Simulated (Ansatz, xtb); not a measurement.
**Ranking isomers of CH6BSi**

6 gas-phase structures of CH6BSi, found in a search over its isomers (lower ones may exist). Each was relaxed with GFN2-xTB:

A. a doublet given by its coordinates
B. `B[SiH]C`, a doublet
C. a doublet given by its coordinates
D. `[CH2]B[SiH3]`, a doublet
E. `B[CH][SiH3]`, a doublet
F. `CB[SiH2]`, a doublet

A (Å):

```
atom    x (Å)    y (Å)    z (Å)
   C  -0.0180   0.7015   0.2997
   B  -0.5861   0.9199   1.7246
  Si  -1.7161   0.2573  -0.4348
   H  -0.9875   1.9746   2.0427
   H  -0.6610   0.0202   2.4731
   H   0.3833   1.5747  -0.2087
   H   0.6684  -0.1307   0.1654
   H  -2.3070  -1.0271  -0.0934
   H  -2.6956   1.3184  -0.6092
```

Close contacts (Å): C1–B2 1.55, C1–Si3 1.90, B2–Si3 2.53, C1–H6 1.09, C1–H7 1.09, B2–H4 1.17, B2–H5 1.17, Si3–H8 1.45, Si3–H9 1.45.

C (Å):

```xyz
9

C    -1.6626    0.5587    0.0707
B    -1.4423    0.7843    1.6100
Si    0.2212    0.5416    0.2572
H    -1.4497    1.8754    2.0517
H    -1.4964   -0.1280    2.3517
H     1.0073    1.6710   -0.2281
H     0.9509   -0.7160    0.1345
H    -2.0626   -0.3853   -0.2813
H    -2.0207    1.3762   -0.5449
```

Close contacts (Å): C1–B2 1.57, C1–Si3 1.89, B2–Si3 2.16, C1–H8 1.08, C1–H9 1.08, B2–H4 1.18, B2–H5 1.18, Si3–H6 1.46, Si3–H7 1.46.

Q: Which do you expect lowest at r2SCAN-D4/def2-SVP//GFN2-xTB, and how would the others follow?

A: Calculated order at r2SCAN-D4/def2-SVP//GFN2-xTB: F (0.0), B (7.2), A (13.4), C (17.4), E (52.6), D (66.2) kJ/mol. Less than 1 kcal/mol parts A and C, so the order within that pair means little.

Energies above the lowest of each column, in kJ/mol; the last columns are at r2SCAN-D4/def2-SVP geometries (a dash: not run or not comparable):

```tsv
structure	GFN2-xTB	HF/STO-3G	r2SCAN-D4/def2-SVP//GFN2-xTB	r2SCAN-D4/def2-SVP	CCSD(T)/def2-SVP + ΔMP2/def2-TZVPP
F	0.0	32.8	0.0	0.0	0.0
B	2.9	29.8	7.2	8.3	1.8
A	37.9	29.0	13.4	15.7	7.7
C	28.3	50.1	17.4	16.7	12.7
E	64.5	0.0	52.6	56.6	–
D	88.5	36.1	66.2	66.0	–
```

CCSD(T)/def2-SVP + ΔMP2/def2-TZVPP puts F lowest of those it was run on, with B within 1 kcal/mol; HF/STO-3G picks E. Flexible structures stand in one conformer each, not always the lowest. Frequencies (r2SCAN-D4/def2-SVP) were run for A, B, C, F alone. Open shells are spin-unrestricted. ΔMP2 is the change of the MP2 energy from the smaller to the larger basis.

Over these structures GFN2-xTB departs from r2SCAN-D4/def2-SVP//GFN2-xTB by 8.7 kJ/mol on average once a common shift is removed. A GFN2-xTB relaxation took about 0.12 s and the r2SCAN-D4/def2-SVP//GFN2-xTB energy about 3.3 s on a shared host (Ansatz 0.2.0, xtb 6.7.1).
